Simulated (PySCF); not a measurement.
# A failing input for O2

```python
from pyscf import gto, scf

mol = gto.M(
    atom='O 0 0 0; O 0 0 1.08',
    basis='6-311++g**',
    charge=0,
    spin=2,
    verbose=4,
)
mf = scf.UHF(mol)
mf.max_cycle = 1
mf.kernel()
mf.analyze()
print('orbital energies (hartree):', [e[max(0, n-3):n+3].round(4) for e, n in zip(mf.mo_energy, mol.nelec)])
```

```bash
$ python input.py
```

The log, shortened:

```
[earlier lines left out]
MO #11  energy= 0.174533907344671  | 0.174533907344671  occ= 0 | 0
MO #12  energy= 0.21515008592881   | 0.21515008592881   occ= 0 | 0
[32 lines left out]

To work with the spin densities directly, `use mulliken_meta_spin()` only printing them here.

 ** Mulliken spin pop alpha/beta on meta-lowdin orthogonal AOs **
 ** Mulliken Spin Density (per AO)  **
 ** Mulliken Spin Density (per atom)  **
spin density of  0 O =      1.00000
spin density of  1 O =      1.00000
 ** Mulliken pop alpha/beta on meta-lowdin orthogonal AOs **
 ** Mulliken pop       alpha | beta **
pop of  0 O 1s        1.00000 | 1.00000
pop of  0 O 2s        0.84424 | 0.84424
pop of  0 O 3s        0.00818 | 0.00818
pop of  0 O 4s        0.00020 | 0.00020
pop of  0 O 5s        0.00007 | 0.00007
pop of  0 O 2px       0.98777 | 0.49671
pop of  0 O 2py       0.98777 | 0.49671
pop of  0 O 2pz       0.64112 | 0.64112
pop of  0 O 3px       0.00919 | 0.00181
pop of  0 O 3py       0.00919 | 0.00181
pop of  0 O 3pz       0.00390 | 0.00390
pop of  0 O 4px       0.00130 | 0.00022
[32 lines left out]
In total             9.00000 | 7.00000
 ** Mulliken atomic charges   ( Nelec_alpha | Nelec_beta ) **
charge of  0O =     -0.00000  (     4.50000      3.50000 )
charge of  1O =      0.00000  (     4.50000      3.50000 )
Dipole moment(X, Y, Z, Debye):  0.00000, -0.00000, -0.00000
orbital energies (hartree): [array([-0.6577, -0.1685, -0.1685,  0.1692,  0.1745,  0.2152]), array([-0.7307, -0.7307, -0.6577, -0.1685, -0.1685,  0.1692])]
```

Task: Which setting is at fault, why, and what does a mended input give?

Result: The cycle limit (1): the limit is below the number of cycles that the SCF needs. With this edit
```diff
- mf.max_cycle = 1
```
the run finishes: E(SCF) = -149.648379 Eh, 9 cycles, ⟨S²⟩ = 2.031, μz(SCF) = 0.00 D.

The bond length is a typed value, not an optimised one. No search for the lowest solution was made.
